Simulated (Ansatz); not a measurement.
# 2H WS2

These are LDA (plane waves, PAW; Ansatz, an electronic-structure program) values and carry that method's errors.

Run with plane-wave cutoff 500 eV, 12×12×4 k mesh (along the axes of the cell as run), gaussian smearing 0.02 eV, scalar-relativistic PAW data made under PBE.

Cell (relaxed at this level):

```cif
data_S4W2
_chemical_formula_sum 'W2 S4'
_space_group_name_H-M_alt 'P 1'
_space_group_IT_number 1
_cell_length_a 3.12679
_cell_length_b 3.12679
_cell_length_c 12.15772
_cell_angle_alpha 90.000
_cell_angle_beta 90.000
_cell_angle_gamma 120.000
loop_
_space_group_symop_operation_xyz
  'x, y, z'
loop_
_atom_site_label
_atom_site_type_symbol
_atom_site_fract_x
_atom_site_fract_y
_atom_site_fract_z
_atom_site_occupancy
W1 W 0.33333 0.66667 0.25000 1
W2 W 0.66667 0.33333 0.75000 1
S1 S 0.33333 0.66667 0.62152 1
S2 S 0.66667 0.33333 0.12152 1
S3 S 0.66667 0.33333 0.37848 1
S4 S 0.33333 0.66667 0.87848 1
```

For 2H WS2, the equilibrium volume per atom comes out as 17.16 Å³/atom and the lattice constant a comes out as 3.127 Å. The lattice parameter c comes out as 12.158 Å.

Measured, for comparison: lattice constant a 3.153 Å, lattice parameter c 12.323 Å (300 K, not corrected to a static lattice; as tabulated in arXiv:1605.07067). Computed (rounded) less measured: lattice constant a -0.8 %, lattice parameter c -1.3 %. A static lattice is as a rule a little smaller and stiffer than an uncorrected measurement, which narrows the difference in the lattice constant a, lattice parameter c and would widen misses of the other sign.

Spin–orbit coupling is not included.

The computed numbers hold no vibrational or temperature effects.
